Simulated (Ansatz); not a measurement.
Cost and result for the atomization energy of AlH6NSi, SMILES `[AlH2][NH][SiH3]` (9 atoms, 8 bonds).

```tsv
atom	x (Å)	y (Å)	z (Å)
Al1	-0.654	-1.622	-0.341
N2	-0.072	0.037	-0.635
Si3	0.518	1.205	0.491
H4	-0.654	-2.157	1.146
H5	-1.137	-2.458	-1.595
H6	-0.085	0.350	-1.598
H7	1.921	1.612	0.196
H8	0.469	0.585	1.840
H9	-0.305	2.447	0.497
```

The species carries charge 0 and has multiplicity 1. The geometry is a stationary point of PBE0-D4/def2-TZVP. Program: Ansatz. All runs use 2 threads of an Arm Neoverse V1 on a shared host. Times are those of one run each, without the atoms' runs, and a repeat can differ threefold. Electronic energies, without spin–orbit coupling; frozen cores. CCSD(T)/CBS adds CCSD(T) − MP2 in def2-TZVPP to the MP2 limit, and its time is that of the two runs behind it. T1 = 0.011. B3LYP takes the VWN-RPA correlation (the form of Gaussian; ORCA's B3LYP/G). HSE06 is the plane-wave form, built on full-range PBE exchange.

CCSD(T)/CBS is a level of theory with its own doubt, some kJ/mol a heavy atom from the limit and from the frozen cores, so smaller differences don't rank the functionals.

```tsv
level	functions	wall time
LDA (SPW92)/def2-TZVPP	199	1.3 s
CCSD(T)/def2-SVP	80	1.6 s
revPBE-D4/def2-TZVPP	199	2.1 s
BHLYP-D4/def2-TZVPP	199	3.1 s
HSE06-D4/def2-TZVPP	199	3.2 s
CAM-B3LYP-D4/def2-TZVPP	199	3.5 s
B3LYP-D4/def2-TZVPP (with forces)	199	4.4 s
PBE-QIDH/def2-TZVPP	199	5.5 s
r2SCANh-D4/def2-TZVPP	199	6 s
ωB97M-V/def2-TZVPP (with forces)	199	13 s
MP2/def2-QZVPP	377	18 s
CCSD(T)/def2-TZVPP	199	40 s
CCSD(T)/CBS(def2)	–	57 s
```

Q: What atomization energy does each give, and how far from CCSD(T)/CBS? (Estimate.)

A: Computed: 
| level | atomization (kcal/mol) | difference from CCSD(T)/CBS | per bond |
| --- | --- | --- | --- |
| LDA (SPW92)/def2-TZVPP | 709.2 | 62.4 | 7.8 |
| CCSD(T)/def2-SVP | 599.8 | -47.0 | -5.9 |
| revPBE-D4/def2-TZVPP | 626.9 | -19.9 | -2.5 |
| BHLYP-D4/def2-TZVPP | 636.5 | -10.3 | -1.3 |
| HSE06-D4/def2-TZVPP | 632.9 | -13.9 | -1.7 |
| CAM-B3LYP-D4/def2-TZVPP | 649.5 | 2.7 | 0.3 |
| B3LYP-D4/def2-TZVPP (with forces) | 646.1 | -0.7 | -0.1 |
| PBE-QIDH/def2-TZVPP | 632.6 | -14.2 | -1.8 |
| r2SCANh-D4/def2-TZVPP | 638.6 | -8.2 | -1.0 |
| ωB97M-V/def2-TZVPP (with forces) | 647.0 | 0.2 | 0.0 |
| MP2/def2-QZVPP | 638.0 | -8.8 | -1.1 |
| CCSD(T)/def2-TZVPP | 628.3 | -18.5 | -2.3 |
| CCSD(T)/CBS(def2) | 646.8 | 0.0 | 0.0 |

At CCSD(T), def2-SVP lies −47.0 kcal/mol from the extrapolated value and def2-TZVPP −18.5 kcal/mol: correlation converges slowly with the basis, and small sets miss more of it in the bonded molecule than in its fragments. In def2-TZVPP, CCSD(T) changes the Hartree–Fock value by +151.6 kcal/mol (the triples alone add +6.1 kcal/mol) and MP2 by +150.0 kcal/mol; breaking electron pairs costs correlation energy, which Hartree–Fock lacks. From BLYP to BHLYP (50 % exact exchange), in def2-TZVPP and without D4, the atomization energy moves by −0.8 kcal/mol: exact exchange takes away binding that semilocal exchange gives to molecules.
